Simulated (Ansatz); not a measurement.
# CHN (singlet): wave-function methods side by side at distance N1–C2 = 3.118 Å, 6-31G

Aim: climb from Hartree-Fock through coupled cluster and multireference methods for CHN (singlet) at one geometry and basis, and see what each rung misses.

Method: 6-31G, core rule «outside noble gas», up to 2 orbitals frozen; program: Ansatz 0.2.0, Gaussian basis.

The runs, in order: UHF; CCSD(T) on RHF; CCSD(T) on UHF; BCCD(T) on RHF; CISD; CCSDT(Q) on RHF; CCSDT(Q) on UHF; CISDTQ; CCSDTQ on RHF; CASSCF and MRCISD+Q, 2 electrons in 2 orbitals; CASSCF and NEVPT2, 2 electrons in 2 orbitals; CASSCF and MRCISD+Q, 10 electrons in 9 orbitals; CASSCF and NEVPT4(SD), 10 electrons in 9 orbitals; CASSCF and NEVPT2, 10 electrons in 9 orbitals; Full CI.

20 further runs of the same task are left out: 16 that didn't finish, 4 set aside as unsound or not needed.

### Step 1. The geometry

The geometry derives from a PBE0/def2-TZVP stationary point (not a proven minimum). One bond is set to the value named and the two fragments are kept rigid.

3 atoms, charge 0, spin multiplicity 1.

Atoms are counted from 1 here; the program's logs count them from 0.

Bond lengths: N1–H3 0.997 Å.

Coordinates:

```mol
CHN
  3D, bonds by distance, orders not assigned

  3  1  0  0  0  0  0  0  0  0999 V2000
    0.0000    0.0000    0.7070 N   0  0
    0.0000    0.0000   -2.4110 C   0  0
    0.0000    0.0000    1.7040 H   0  0
  1  3  8  0
M  END
```

### Step 2. UHF

Input file in.yaml:

```yaml
crystal:
  periodic: [false, false, false]
  atoms:
    - {symbol: N, position_ang: [0.000000, 0.000000, 0.707004]}
    - {symbol: C, position_ang: [0.000000, 0.000000, -2.410996]}
    - {symbol: H, position_ang: [0.000000, 0.000000, 1.703993]}
basis:
  gaussian: {orbitals: 6-31G}
magnetization: {spin_polarized: true, initial_magnetization: 0}
hamiltonian: {xc: hf}
output: {orbitals: {seedname: orbitals}}
```

The run is started by

```
$ ansatz run in.yaml --threads 1 --pin off --events-out ev --progress --plain --max-ram 2393MiB
```

Further steps of the session: CCSD(T) on RHF; CCSD(T) on UHF; BCCD(T) on RHF; CISD; CCSDT(Q) on RHF; CCSDT(Q) on UHF; CISDTQ; CCSDTQ on RHF; CASSCF and MRCISD+Q, 2 electrons in 2 orbitals; CASSCF and NEVPT2, 2 electrons in 2 orbitals; CASSCF and MRCISD+Q, 10 electrons in 9 orbitals; CASSCF and NEVPT4(SD), 10 electrons in 9 orbitals; CASSCF and NEVPT2, 10 electrons in 9 orbitals; Full CI.

Q: Predict the results of all the runs planned. Wanted: FCI below the RHF energy; RMP2 from FCI; UMP2 from FCI; RCCSD from FCI; RCCSD(T) from FCI; UCCSD(T) from FCI; RCCSDT(Q) from FCI; UCCSDT(Q) from FCI; NEVPT2 valence from FCI.

The runs gave:

| quantity | value |
| --- | --- |
| FCI below the RHF energy | -8.2214 eV |
| RMP2 from FCI | -6352.1 meV |
| UMP2 from FCI | +741.1 meV |
| RCCSD from FCI | -150.1 meV |
| RCCSD(T) from FCI | -3269.6 meV |
| UCCSD(T) from FCI | +14.3 meV |
| RCCSDT(Q) from FCI | +3285.4 meV |
| UCCSDT(Q) from FCI | +2.9 meV |
| NEVPT2 valence from FCI | +530.0 meV |
| NEVPT4(SD) valence from FCI | +73.5 meV |
| MRCISD+Q valence from FCI | +6.2 meV |
| levels within 1 kcal/mol (43 meV) | UCCSD, UCCSD(T), UCCSDT, UCCSDT(Q), MRCISD+Q valence |
| T1 diagnostic | 0.060 |
| effectively unpaired electrons | 4.01 |

In words: RCCSD(T) misses by -3269.6 meV, 39.8 % of the correlation energy. CCSD(T) misses by -3269.6 meV on the restricted determinant and by +14.3 meV on the unrestricted one; the two need not hold the same state or core. RMP2, RCCSD, RCCSD(T), BCCD(T), RCCSDT, RCCSDTQ fall below full CI, which methods that aren't variational can do. With 4.0 effectively unpaired electrons against 0 the state is strongly multireference. Of the multireference levels listed MRCISD+Q valence comes nearest in total energy (+6.2 meV), which doesn't show that its space is the better one. Coupled cluster took another determinant than the lowest Hartree-Fock one. These misses are within one basis, not against nature.
